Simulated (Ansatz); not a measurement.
## Energy profile

The step: AlNH₄O ([NH2][AlH][OH]) → AlHO ([OH][Al]) + NH₃ (still joined by a long Al–N bond); bonds formed: N2–H3; bonds broken: Al1–H3; bonds weakened to dative contacts: Al1–N2 (atoms numbered as in the saddle structure below).

Al1  (-0.717, 0.550, 0.127)
N2  (0.420, -0.901, 0.499)
H3  (0.241, 0.199, 1.497)
O4  (-0.454, 1.097, -1.470)
H5  (0.048, -1.633, 1.096)
H6  (1.286, -1.224, 0.062)
H7  (-0.822, 1.911, -1.810)
(Å)

Electronic energies by CCSD(T) at an estimated basis limit (MP2 extrapolated from triple and quadruple zeta, plus CCSD(T) − MP2 in triple zeta), on PBE0-D4/def2-TZVP structures; AlNH$_{4}$O, singlet; no counterpoise correction. Program: Ansatz 0.2.0. Basis: def2-TZVPP and def2-QZVPP. Cores are frozen in the correlated methods. Extrapolation: Hartree–Fock as exp(−7.88 √X), correlation as X^−2.97.

Problem. Give the profile in kcal/mol, counted from the start structure. (Judge from chemistry; the value comes from the calculation.)

Solution. Computed:
```
                                                                                          point  kcal/mol
                                                                                start structure      0.00
                                                                                         saddle     69.18
                                                                                  end structure     25.78
separated: AlHO (linked as [OH][Al]; Al1, O4, H7; singlet) + NH$_{3}$ (N2, H3, H5, H6; singlet)     36.22
```

No T1 diagnostic of these runs exceeds 0.016. The restricted Hartree–Fock reference is unstable towards an unrestricted one at one or more of these structures. A large double-excitation amplitude points to some diradical character; no triplet was computed.

For scale, one of the runs: CCSD(T)/def2-TZVPP, 160 basis functions, launched by `ansatz run in.yaml --threads 2 --pin off --events-out ev --progress --plain --max-ram 4352MiB`. Time: 18 s of wall clock on 2 CPU threads of an Arm Neoverse V2; the host was shared. Peak host memory: 1.2 GiB.
